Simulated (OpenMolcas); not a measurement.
## CH4FSi (SMILES C[SiH]F): methods side by side

CH4FSi: 7 atoms, total charge 0, spin state doublet. As SMILES, `C[SiH]F`. The shape is that of a PBE0-D4/def2-TZVP optimisation.

```csv
atom,x (Å),y (Å),z (Å)
C,-0.6535,0.3895,-0.2980
Si,0.9174,-0.5941,-0.1041
F,0.6407,-1.8128,0.9096
H,-1.4449,-0.2078,-0.7541
H,-0.4702,1.2609,-0.9317
H,-1.0007,0.7383,0.6796
H,2.0113,0.2260,0.4987
```

Quantity: the dipole moment, in D. The values are calculated.

```csv
level,kind,program,value (D),CPU time
UHF/aug-cc-pVDZ,Hartree–Fock,OpenMolcas,1.90,14 s
U-revPBE/aug-cc-pVDZ,GGA,OpenMolcas,1.72,58 s
UBLYP/aug-cc-pVDZ,GGA,OpenMolcas,1.71,56 s
UPBE/aug-cc-pVDZ,GGA,OpenMolcas,1.74,54 s
UM06-L/aug-cc-pVDZ,meta-GGA,OpenMolcas,1.76,83 s
UB3LYP/aug-cc-pVDZ,global hybrid,OpenMolcas,1.78,64 s
UBHLYP/aug-cc-pVDZ,global hybrid,OpenMolcas,1.86,54 s
UPBE0/aug-cc-pVDZ,global hybrid,OpenMolcas,1.81,67 s
```

The values span 1.71 to 1.90 D. CPU times are rough (shared hosts, several kinds of processor): they show what a rung costs within a factor of a few.
